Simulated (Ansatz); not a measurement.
# H₂S with SiH₃F: structure and interaction energy

How do H₂S and SiH₃F sit together, how strongly do they interact, and which methods get it right?

Computed with Ansatz 0.2.0, Gaussian basis. Level: PBE0-D4 structure, single points in def2-TZVPPD.

Levels: PBE-D4, revPBE-D4, BLYP-D4, r2SCAN-D4, B97M-V, PBE0-D4, B3LYP-D4, HSE06-D4, wB97X-V, wB97M-V, B2PLYP, Hartree-Fock, MP2, CCSD, CCSD(T). The reference is CCSD(T) extrapolated to the basis limit.

Correlated methods freeze the cores. B3LYP uses VWN-RPA correlation. B2PLYP carries no dispersion term here.

176 further runs of the same task are left out: 176 set aside as unsound or not needed. Runs told in other sessions of the task aren't counted.

## Step 1: Starting geometry

The pair, from a GFN2-xTB docking trial: 8 atoms, charge 0, spin multiplicity 1.

Atoms are counted from 1 here; the program's logs count them from 0.

Bond lengths: S1–H2 1.327 Å, S1–H3 1.324 Å, Si4–F5 1.614 Å, Si4–H6 1.456 Å, Si4–H7 1.451 Å, Si4–H8 1.452 Å. Angles: H2–S1–H3 92.5°, F5–Si4–H6 104.0°, F5–Si4–H7 104.6°, F5–Si4–H8 105.4°, H6–Si4–H7 114.1°, H6–Si4–H8 112.9°, H7–Si4–H8 114.5°.

Geometry (Å):

| atom | x (Å) | y (Å) | z (Å) |
| --- | --- | --- | --- |
| S1 | 0.1252 | -0.4964 | -2.5555 |
| H2 | 1.0387 | 0.4647 | -2.6140 |
| H3 | -0.6298 | 0.1912 | -1.7133 |
| Si4 | -0.0362 | -0.0836 | 1.4298 |
| F5 | -1.2188 | 0.6568 | 0.6186 |
| H6 | 1.1781 | 0.5564 | 0.9441 |
| H7 | -0.1578 | -1.4818 | 1.0600 |
| H8 | -0.2994 | 0.1927 | 2.8303 |

Atoms 1 to 3 are fragment A (H₂S), the rest fragment B (SiH₃F).

## Step 2: A first relaxation in a small basis

pre/in.yaml

```yaml
crystal:
  periodic: [false, false, false]
  atoms:
    - {symbol: S, position_ang: [0.125200, -0.496400, -2.555500]}
    - {symbol: H, position_ang: [1.038700, 0.464700, -2.614000]}
    - {symbol: H, position_ang: [-0.629800, 0.191200, -1.713300]}
    - {symbol: Si, position_ang: [-0.036200, -0.083600, 1.429800]}
    - {symbol: F, position_ang: [-1.218800, 0.656800, 0.618600]}
    - {symbol: H, position_ang: [1.178100, 0.556400, 0.944100]}
    - {symbol: H, position_ang: [-0.157800, -1.481800, 1.060000]}
    - {symbol: H, position_ang: [-0.299400, 0.192700, 2.830300]}
basis:
  gaussian: {orbitals: def2-SVP}
hamiltonian: {xc: pbe, dispersion: d4}
relax: {f_tol: 0.03, max_steps: 250}
```

Launch:

```sh
$ ansatz run in.yaml --threads 4 --pin off --events-out ev --progress --plain --max-ram 9574MiB
```

After this run come: Relaxation at PBE0-D4; PBE-D4/def2-TZVPPD; r2SCAN-D4/def2-TZVPPD; PBE0-D4/def2-TZVPPD; B3LYP-D4/def2-TZVPPD; wB97X-V/def2-TZVPPD; wB97M-V/def2-TZVPPD; B2PLYP/def2-TZVPPD; BLYP-D4/def2-TZVPPD; revPBE-D4/def2-TZVPPD; B97M-V/def2-TZVPPD; HSE06-D4/def2-TZVPPD; CCSD(T)/def2-TZVPPD; MP2/def2-QZVPPD; Hartree-Fock/STO-3G; PBE-D4/STO-3G; B3LYP-D4/6-31G; SPW92/def2-SVP; PBE-D4/def2-SVP; PBE0-D4/def2-SVP; wB97M-V/def2-SVP; CCSD(T)/def2-SVP; Vibrations of the pair.

What does the calculation give? Wanted: interaction energy, CCSD(T)/CBS; of it Hartree-Fock; D4 term of PBE0-D4; shortest contact; lowest wavenumber.

The runs gave:

| quantity | value |
| --- | --- |
| interaction energy, CCSD(T)/CBS | -1.97 kcal/mol |
| of it Hartree-Fock (basis limit) | +0.17 kcal/mol |
| D4 term of PBE0-D4 | -1.11 kcal/mol |
| shortest contact | H3–F5 2.57 Å |
| lowest wavenumber | 55 cm⁻¹ |

**Reading.** The pair is bound by 1.97 kcal/mol at fixed fragment shapes. Hartree-Fock doesn't bind it at this geometry, so correlation, mostly dispersion, holds it together. BLYP-D4 is the best functional here (-0.04 kcal/mol from CCSD(T)/CBS); B2PLYP is the worst (+1.08 kcal/mol). Mean unsigned error by rung: GGA 0.17, meta-GGA 0.18, hybrid 0.27, screened hybrid 0.31, range-separated hybrid 0.12, double hybrid 1.08 kcal/mol. The double hybrids carry no dispersion term here, unlike the levels marked D4 or V. PBE-D4 gives an interaction energy 0.41 kcal/mol too low, an error of 21 % of the reference. CCSD(T) moves by -0.36 kcal/mol from triple zeta to the limit; gaps between functionals far smaller than that don't rank them. A lower arrangement may exist.
